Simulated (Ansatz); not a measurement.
Mulliken charges of `O[B]Cl` radical from r2SCAN/def2-TZVPP in Ansatz (PBE0-D4/def2-TZVP geometry).

```tsv
atom	x (Å)	y (Å)	z (Å)	charge (e)
O1	-0.620	-0.445	-0.290	-0.231
B2	0.306	0.457	0.040	0.117
Cl3	1.571	0.111	1.183	-0.135
H4	-1.258	-0.123	-0.933	0.248
```

Question: By hand: the dipole of these point charges (1 e Å = 4.8032 D).

Answer: Σ q r = (-0.345, 0.111, -0.319) e Å, of length 0.483 e Å = 2.32 D.

Question: How does the dipole of the full density compare? (Best estimate.)

Answer: Ansatz gave: (-0.325, 0.034, -0.270) e Å, 2.04 D; the point charges give 1.14 times that, at 9° from its direction.

Point charges leave out the atoms' own dipoles, such as those of lone pairs, and Mulliken's split depends on the basis, so the close match here is no proof of good charges.
